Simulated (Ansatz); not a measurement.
**C₅H₁₂O: up Jacob's ladder to CCSD(T)**

Aim: compute C₅H₁₂O with functionals from several rungs and with coupled cluster, and see how far each lands from CCSD(T) at the basis-set limit for the atomisation energy.

Method: functionals in def2-TZVPP, the program's frozen cores in correlated methods; program: Ansatz 0.2.0, Gaussian basis.

The runs, in order: LDA (SPW92), PBE-D4, revPBE-D4, BLYP-D4, r2SCAN-D4, B97M-V, PBE0-D4, B3LYP-D4, r2SCANh-D4, r2SCAN0-D4, HSE06-D4, BHLYP-D4, CAM-B3LYP-D4, LC-ωPBE, ωB97X-V, ωB97M-V, B2PLYP, PBE-QIDH; CCSD(T)/def2-SVP; CCSD(T)/def2-TZVPP; MP2/def2-QZVPP; extrapolation to the limit; RPA on PBE.

**1. The geometry**

The geometry comes from an earlier relaxation with PBE0-D4 in a triple-zeta def2 set; it is a stationary point, not always the lowest conformer.

SMILES `CCCCOC`, 18 atoms, charge 0, spin multiplicity 1.

Atoms are counted from 1 here; the program's logs count them from 0.

Bond lengths: C1–C2 1.519 Å, C1–H7 1.093 Å, C1–H8 1.093 Å, C1–H9 1.092 Å, C2–C3 1.520 Å, C2–H10 1.096 Å, C2–H11 1.096 Å, C3–C4 1.509 Å, C3–H12 1.095 Å, C3–H13 1.095 Å, C4–O5 1.404 Å, C4–H14 1.103 Å, C4–H15 1.103 Å, O5–C6 1.398 Å, C6–H16 1.090 Å, C6–H17 1.100 Å, C6–H18 1.100 Å. Angles: C2–C1–H7 111.1°, C2–C1–H8 111.1°, C2–C1–H9 111.6°, H7–C1–H8 107.5°, H7–C1–H9 107.7°, H8–C1–H9 107.7°, C1–C2–C3 112.7°, C1–C2–H10 109.5°, C1–C2–H11 109.5°, C3–C2–H10 109.4°, C3–C2–H11 109.4°, H10–C2–H11 106.0°, C2–C3–C4 112.6°, C2–C3–H12 110.0°, C2–C3–H13 110.0°, C4–C3–H12 108.7°, C4–C3–H13 108.7°, H12–C3–H13 106.5° and more.

**2. LDA**

This LDA is Slater exchange with PW92 correlation.

File in.yaml:

```yaml
crystal:
  periodic: [false, false, false]
  atoms:
    - {symbol: C, position_ang: [-1.563860, -1.021308, 2.276842]}
    - {symbol: C, position_ang: [-0.335618, -0.480986, 1.565369]}
    - {symbol: C, position_ang: [-0.587420, -0.197526, 0.093920]}
    - {symbol: C, position_ang: [0.633922, 0.340930, -0.610683]}
    - {symbol: O, position_ang: [0.325997, 0.575725, -1.960052]}
    - {symbol: C, position_ang: [1.416099, 1.079068, -2.676966]}
    - {symbol: H, position_ang: [-1.902447, -1.956074, 1.821561]}
    - {symbol: H, position_ang: [-2.393414, -0.310891, 2.223422]}
    - {symbol: H, position_ang: [-1.362272, -1.218887, 3.332035]}
    - {symbol: H, position_ang: [0.000655, 0.437186, 2.060907]}
    - {symbol: H, position_ang: [0.488789, -1.196937, 1.662494]}
    - {symbol: H, position_ang: [-1.403122, 0.525248, -0.014533]}
    - {symbol: H, position_ang: [-0.911674, -1.112066, -0.414021]}
    - {symbol: H, position_ang: [1.467553, -0.376735, -0.532683]}
    - {symbol: H, position_ang: [0.970395, 1.275501, -0.131704]}
    - {symbol: H, position_ang: [1.093936, 1.231308, -3.707513]}
    - {symbol: H, position_ang: [1.761401, 2.039312, -2.267215]}
    - {symbol: H, position_ang: [2.263683, 0.378532, -2.669582]}
basis:
  gaussian: {orbitals: def2-TZVPP}
hamiltonian: {xc: lda}
output: {orbitals: {seedname: orbitals}}
```

Launch:

```bash
$ ansatz run in.yaml --threads 2 --pin off --events-out ev --progress --plain --max-ram 22528MiB --backend cuda --devices 0, --max-vram 18GiB
```

After this run come: PBE-D4 (GGA); revPBE-D4 (GGA); BLYP-D4 (GGA); r2SCAN-D4 (meta-GGA); B97M-V (meta-GGA); B3LYP-D4 (hybrid); r2SCANh-D4 (hybrid); r2SCAN0-D4 (hybrid); HSE06-D4 (hybrid); BHLYP-D4 (hybrid); CAM-B3LYP-D4 (range-separated); LC-ωPBE (range-separated); ωB97X-V (range-separated); ωB97M-V (range-separated); B2PLYP (double hybrid); PBE-QIDH (double hybrid); CCSD(T) in def2-SVP; CCSD(T) in def2-TZVPP; MP2 in def2-QZVPP; RPA on PBE orbitals.

Q: Predict the results of all the runs planned. Wanted: atomisation energy, CCSD(T)/CBS; farthest beyond LDA; mean size of error, GGA; mean size of error, meta-GGA; mean size of error, hybrid; mean size of error, range-separated; mean size of error, double hybrid; gap, smallest and largest; T1 diagnostic.

**Answer**, as computed:

```
                               quantity                                                                                             value
        atomisation energy, CCSD(T)/CBS                                                                                     7047.3 kJ/mol
 functionals within 35.2 kJ/mol (0.5 %)  revPBE-D4, BLYP-D4, r2SCAN-D4, B97M-V, B3LYP-D4, r2SCANh-D4, LC-ωPBE, ωB97X-V, ωB97M-V, PBE-QIDH
                    farthest beyond LDA                                                                          BHLYP-D4 (-164.7 kJ/mol)
                mean size of error, GGA                                                                                       61.7 kJ/mol
           mean size of error, meta-GGA                                                                                        7.8 kJ/mol
             mean size of error, hybrid                                                                                       54.0 kJ/mol
    mean size of error, range-separated                                                                                       18.0 kJ/mol
      mean size of error, double hybrid                                                                                       41.6 kJ/mol
              gap, smallest and largest                                                             6.13 eV (BLYP-D4), 13.40 eV (LC-ωPBE)
                          T1 diagnostic                                                                                            0.0094
triples share of the correlation energy                                                                                             3.6 %
```

The LDA atomisation energy is off by 972.7 kJ/mol (14 %): it overbinds. PBE-D4 is off by +128.4 kJ/mol. Double hybrids carry the basis error of their MP2 part in triple zeta, and no dispersion term here, so their miss is partly the set-up's. The rungs meta-GGA, range-separated miss on average by less than the doubt on the reference (35.2 kJ/mol), so they tie. The reference freezes the cores and leaves out relativity and excitations past (T), so misses under about 35.2 kJ/mol can't be ranked. Hartree-Fock recovers 75 % of the binding; the rest is correlation. CCSD(T) in def2-SVP is off by -271.7 kJ/mol, which most functionals beat. Orbital gaps span 6.1 to 13.4 eV; exact exchange widens them.
